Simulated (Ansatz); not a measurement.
The input, for Ansatz 0.2.0:

```yaml
crystal:
  periodic: [false, false, false]
  atoms:
    - {symbol: P, position_ang: [0.000000, -0.076741, 0.973875]}
    - {symbol: P, position_ang: [0.000000, 0.033358, -1.013963]}
    - {symbol: H, position_ang: [0.000000, 1.333150, 1.231888]}
basis:
  gaussian: {orbitals: 6-31G}
total_charge: 1
magnetization: {spin_polarized: false, initial_magnetization: 2}
correlation: {method: ccsdtq, electrons: outside_noble_gas}
```

```sh
$ ansatz run in.yaml --threads 2 --pin off --events-out ev --progress --plain --max-ram 24576MiB --backend cuda --devices 0, --max-vram 18GiB
```

Output:

```
552 factors; integrals over basis functions are off by at most 6.8e-8 eV
mean field evaluation 1: about -18545.4581 eV, gradient 6.1e0 eV
mean field evaluation 2: about -18545.4649 eV, gradient 6.1e0 eV
mean field evaluation 4: about -18545.8343 eV, gradient 1.4e0 eV
mean field evaluation 8: about -18545.8882 eV, gradient 1.4e-1 eV
mean field evaluation 16: about -18546.0354 eV, gradient 7.3e-1 eV
mean field evaluation 32: about -18545.8878 eV, gradient 1.5e-1 eV
mean field evaluation 64: about -18545.7219 eV, gradient 1.3e0 eV
mean field evaluation 96: about -18545.2683 eV, gradient 5.3e-2 eV
mean field evaluation 128: about -18544.4531 eV, gradient 2.1e-1 eV
mean field evaluation 160: about -18538.7026 eV, gradient 2.6e-3 eV
...
cycle  16  -3.75737713 eV  change    8.4e-5 eV  update   1.2e-4
cycle  17  -3.75742030 eV  change   -4.3e-5 eV  update   7.4e-5
cycle  18  -3.75743546 eV  change   -1.5e-5 eV  update   4.4e-5
cycle  19  -3.75744887 eV  change   -1.3e-5 eV  update   2.6e-5
cycle  20  -3.75743007 eV  change    1.9e-5 eV  update   1.5e-5
cycle  21  -3.75740808 eV  change    2.2e-5 eV  update   8.9e-6
cycle  22  -3.75740696 eV  change    1.1e-6 eV  update   4.9e-6
cycle  23  -3.75740670 eV  change    2.7e-7 eV  update   3.0e-6
cycle  24  -3.75740797 eV  change   -1.3e-6 eV  update   1.9e-6
cycle  25  -3.75740875 eV  change   -7.8e-7 eV  update   1.1e-6
Total energy: -18549.64589320 eV, -681.6869131734 hartree
```

For the same geometry and basis full CI lies 2.2 meV lower.

Ran on 2 threads of AMD EPYC 7R13 with a shared H100 80 GB, shared host: 32 s wall, 0.87 GiB peak host memory.
